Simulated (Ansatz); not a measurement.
Bulk modulus B0 (GPa) of solids drawn from the class of elemental solids other than molecular ones, at two levels: PBE in Ansatz (plane waves, PAW), and HSE06 (Ansatz, a program for electronic structure, plane waves, PAW).

| solid | PBE | HSE06 | shift (%) |
|---|---|---|---|
| bcc Mo | 259 | 293 | +13.1 |
| fcc Pb | 39.2 | 42.2 | +7.7 |
| bcc Nb | 169 | 180 | +6.5 |
| diamond-structure Si | 88.7 | 98.3 | +10.8 |
| bcc Ta | 194 | 198 | +2.1 |
| bcc K | 3.58 | 3.47 | -3.1 |
| fcc Ca | 17.4 | 17.3 | -0.6 |
| diamond | 433 | 470 | +8.5 |
| fcc Pd | 168 | 175 | +4.2 |
| fcc Al | 76.9 | 82.6 | +7.4 |

The shifts run from -3.1 % to +13.1 %, with a median of +7.0 %.

Over all 10 rows HSE06 is the larger in 8.

Ansatz's runs of these crystals have no spin polarisation. Meta-GGA and hybrid levels favour moments, which can bear on fcc Pd.

Spin–orbit coupling is left out, also for the solids with elements from indium on (fcc Pb, bcc Ta); its size isn't shown.

Each level is taken at its own relaxed cell. Ansatz's density-functional and Hartree–Fock values are scalar-relativistic unless marked +SOC, with PAW data made under PBE.
